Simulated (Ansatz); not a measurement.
A made-up structure of CHCl$_{2}$ (charge -1), closed shell:

| atom | x (Å) | y (Å) | z (Å) |
| --- | --- | --- | --- |
| Cl1 | -1.3703 | 0.1561 | -0.3444 |
| C2 | 0.3488 | 0.0418 | -0.5157 |
| Cl3 | 0.3530 | -1.1778 | 0.7133 |
| H4 | 0.6684 | 0.9799 | 0.1468 |

It is relaxed with PBE-D4/def2-SVPD and then PBE0-D4/def2-TZVPD (Ansatz 0.2.0). Atoms count as bonded within 1.22 times the sum of their covalent radii (H–H: 0.88 Å). The end point is not checked to be a true minimum.

(1) Does its bonding change? (A judgement: the text doesn't fix the answer.)

Results:

(1) The calculation gives: Yes. Formed: none; broken: Cl1–Cl3.

Where it ends: The first stage lowers the energy by 1.40 eV in 5 steps. It ends as CHCl₂ ([Cl][CH][Cl]), total charge -1:
```
4
angstrom
Cl -1.5347 0.3511 -0.4814
C 0.3224 0.0379 -0.4776
Cl 0.5929 -1.2958 0.8244
H 0.6194 0.9069 0.1345
```

Labels in which every atom is bracketed show which atoms are joined, not bond orders.

For scale, one of the runs: PBE0-D4/def2-TZVPD relaxation, 138 basis functions, launched by `ansatz run in.yaml --threads 2 --pin off --events-out ev --progress --plain --max-ram 4352MiB`. Hardware: 2 CPU threads of an Arm Neoverse V2, shared host. Wall time about 13 s.
